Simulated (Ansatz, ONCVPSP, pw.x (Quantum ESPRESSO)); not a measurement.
**pw.x on fcc Al: one setting changed**

Potential: optimised norm-conserving Vanderbilt (ONCV), ONCVPSP 4.0.1, PBE; core [Ne], reference 3s2 3p1; waves: 3s: rc 1.90 bohr, ncon 3, nbas 5, qcut 2.9 1/bohr, 1 projector; 3p: rc 1.90 bohr, ncon 3, nbas 7, qcut 3.9 1/bohr, 1 projector; d scattering state at 0.09 Ha: rc 1.45 bohr, ncon 4, nbas 9, qcut 7.1 1/bohr, 2 projectors, debl 1.4 Ha; local part: polynomial inside 1.30 bohr (lpopt 4, dvloc0 0 Ha); core correction: polynomial model core, fcfact 0.65.

The reference run (k-mesh 14³, cutoffs 50/200 Ry, Fermi–Dirac 0.01 Ry, mixing_beta 0.4, conv_thr 1e-9, no spin) gives -0.96 GPa at 16.527 Å³/atom, where all-electron LAPW gives -0.17 GPa. This run, with its own iteration cap, changes smearing to mp.

```
&control
  calculation='scf', prefix='x', pseudo_dir='./', outdir='./tmp', tstress=.true., disk_io='none'
/
&system
  ibrav=0, nat=1, ntyp=1, ecutwfc=50, ecutrho=200, nbnd=8,
  occupations='smearing', smearing='mp', degauss=0.01
/
&electrons
  conv_thr=1e-09, mixing_beta=0.4, electron_maxstep=50
/
ATOMIC_SPECIES
Al 1.0 Al.UPF
CELL_PARAMETERS angstrom
  0.00000000 2.02172157 2.02172157
  2.02172157 0.00000000 2.02172157
  2.02172157 2.02172157 0.00000000
ATOMIC_POSITIONS crystal
Al 0.0000 0.0000 0.0000
K_POINTS automatic
14 14 14 0 0 0
```

```bash
pw.x < Al.scf.in > Al.scf.out
```

Question: How does the run end?

Answer: It converges in 6 iterations; the free energy moves by +15.0 meV/atom and the pressure by -0.24 GPa. This scheme is built to cancel the term in the square of the width that Fermi–Dirac smearing leaves in the F of a metal.

```
Message from routine setup:
     using ibrav=0 with symmetry is DISCOURAGED, use correct ibrav instead
     lattice parameter (alat)  =       5.4030  a.u.
     unit-cell volume          =     111.5297 (a.u.)^3
     number of electrons       =         3.00
     number of Kohn-Sham states=            8
     kinetic-energy cutoff     =      50.0000  Ry
     charge density cutoff     =     200.0000  Ry
     scf convergence threshold =      1.0E-09
     Exchange-correlation= PBE
     number of k points=   104  Methfessel-Paxton smearing, width (Ry)=  0.0100
     iteration #  1     ecut=    50.00 Ry     beta= 0.40
     total energy              =      -6.52582337 Ry
     estimated scf accuracy    <       0.00665582 Ry
     iteration #  2     ecut=    50.00 Ry     beta= 0.40
     total energy              =      -6.52497907 Ry
     estimated scf accuracy    <       0.00214585 Ry
     iteration #  3     ecut=    50.00 Ry     beta= 0.40
     total energy              =      -6.52505988 Ry
     estimated scf accuracy    <       0.00000358 Ry
     iteration #  4     ecut=    50.00 Ry     beta= 0.40
     total energy              =      -6.52506274 Ry
     estimated scf accuracy    <       0.00000007 Ry
     iteration #  5     ecut=    50.00 Ry     beta= 0.40
     total energy              =      -6.52506277 Ry
     estimated scf accuracy    <       0.00000001 Ry
     iteration #  6     ecut=    50.00 Ry     beta= 0.40
     the Fermi energy is     7.8587 ev
!    total energy              =      -6.52506277 Ry
     estimated scf accuracy    <          7.4E-11 Ry
     smearing contrib. (-TS)   =      -0.00000224 Ry
     The total energy is F=E-TS. E is the sum of the following terms:
     one-electron contribution =       2.93758194 Ry
     hartree contribution      =       0.00759432 Ry
     xc contribution           =      -4.06992815 Ry
     ewald contribution        =      -5.40030864 Ry
     convergence has been achieved in   6 iterations
          total   stress  (Ry/bohr**3)                   (kbar)     P=      -12.04
     Message from routine punch:
     Nothing written, as per user request (disk_io='none')
```

The run took about 6.4 s on one core of a shared host (Intel(R) Xeon(R) Processor @ 2.60GHz, 24 threads, 32 GiB, load 10).
